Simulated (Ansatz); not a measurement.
Two structures of SiNH5S, singlet, reached by relaxing down either side of one saddle point (PBE0-D4/def2-TZVP). Energies are electronic, without zero-point energy. Ansatz 0.2.0; basis: def2-TZVPP and def2-QZVPP; cores frozen in the correlated methods. Extrapolation: Hartree–Fock as exp(−7.88 √X), correlation as X^−2.97. First:

Si1  (0.017, 0.286, 0.567)
S2  (1.704, 1.119, -0.469)
N3  (-1.159, -0.540, -0.361)
H4  (-1.046, -1.523, -0.549)
H5  (0.488, -0.690, 1.579)
H6  (-0.585, 1.492, 1.182)
H7  (2.218, -0.068, -0.833)
H8  (-1.637, -0.077, -1.117)
(Å)

Second:

Si1  (-0.509, 0.179, 0.839)
S2  (1.446, 0.586, -1.079)
N3  (-1.537, -0.851, 0.173)
H4  (0.756, -0.338, -1.768)
H5  (0.532, -0.377, 1.732)
H6  (-0.636, 1.654, 1.026)
H7  (2.284, -0.335, -0.576)
H8  (-2.336, -0.517, -0.348)
(Å)

Q: Which bonds change from the first to the second?

A: SiNH₅S ([NH2][SiH2][SH]) → SiNH₃ ([NH][SiH2]) + H₂S; bonds formed: S2–H4; bonds broken: Si1–S2, N3–H4.

Q: Give the saddle point's structure and its height above each. (Judge from chemistry; the value comes from the calculation.)

A: By the calculation: 290.2 kJ/mol above the first and 22.1 kJ/mol above the second (CCSD(T) at an estimated basis limit (MP2 extrapolated from triple and quadruple zeta, plus CCSD(T) − MP2 in triple zeta)).
| atom | x (Å) | y (Å) | z (Å) |
| --- | --- | --- | --- |
| Si1 | -0.3529 | 0.2442 | 0.7631 |
| S2 | 1.3334 | 0.5315 | -1.0760 |
| N3 | -1.2029 | -0.7833 | -0.1559 |
| H4 | 0.2376 | -0.3697 | -1.2300 |
| H5 | 0.6180 | -0.3045 | 1.7397 |
| H6 | -0.6818 | 1.6556 | 1.1181 |
| H7 | 2.1513 | -0.4283 | -0.6119 |
| H8 | -2.1028 | -0.5455 | -0.5472 |

No T1 diagnostic of these runs exceeds 0.016. The end structure is not quite a true minimum (one mode of 63i cm⁻¹).

Labels in which every atom is bracketed show which atoms are joined, not bond orders.

For scale, one of the runs: CCSD(T)/def2-TZVPP, 185 basis functions, launched by `ansatz run in.yaml --threads 2 --pin off --events-out ev --progress --plain --max-ram 4352MiB`. Time: 29 s of wall clock on 2 CPU threads of an Intel Xeon Platinum 8259CL; the host was shared. Peak host memory: 1.8 GiB.
